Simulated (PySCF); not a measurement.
Mapped SMILES: `[O:1]=[C:2]1[CH:3]=[CH:4][C:5](=[O:6])[c:7]2[cH:8][cH:9][cH:10][cH:11][c:12]21`. Each H is labelled by its parent atom.

Computed data (PySCF 2.14.0 with density-fitted response routines): GIAO CAM-B3LYP/pcSseg-2 shieldings, coordinates at the PBE0-D3(BJ)/def2-SVP level, spin–spin couplings from B3LYP/pcJ-1 (without the spin–dipole term). In vacuum, rapidly exchanging positions averaged, non-relativistic, single conformer.

List the cross peaks expected in HSQC, COSY and HMBC spectra.

Answers



HSQC (one-bond C–H):
```
                 δH              δC  ¹J(C,H) (Hz)
8.56 (H(C8)/H(C11))  140.0 (C8/C11)           175
7.92 (H(C9)/H(C10))  146.5 (C9/C10)           170
 7.04 (H(C3)/H(C4))   152.6 (C3/C4)           175
```

COSY cross peaks (|J| ≥ 2 Hz):
```
                 δH                   δH  abs. J (Hz)  bonds
8.56 (H(C8)/H(C11))  7.92 (H(C9)/H(C10))          8.7      3
```

HMBC (two and three bonds, |J| ≥ 2.5 Hz):
```
                 δH                                                δC [abs. J in Hz]
8.56 (H(C8)/H(C11))  199.6 (C2/C5) [4.4], 146.5 (C9/C10) [8.7], 144.6 (C7/C12) [6.5]
7.92 (H(C9)/H(C10))                       144.6 (C7/C12) [7.9], 140.0 (C8/C11) [7.8]
 7.04 (H(C3)/H(C4))                       199.6 (C2/C5) [11.2], 144.6 (C7/C12) [4.4]
```

δ = σ(ref) − σ, references computed at the same level: ¹H, ¹³C against TMS.

Unscaled 3J(H,H) at this level run about 10 % above measured values. Shifts are as computed, not scaled to solution data. Of 1328 compounds with measured shifts, 309 miss one by over three times the rms of a fit or turn the order of signals round; such compounds aren't used in these exercises. Signals without a measured value on file couldn't be tested in this way.
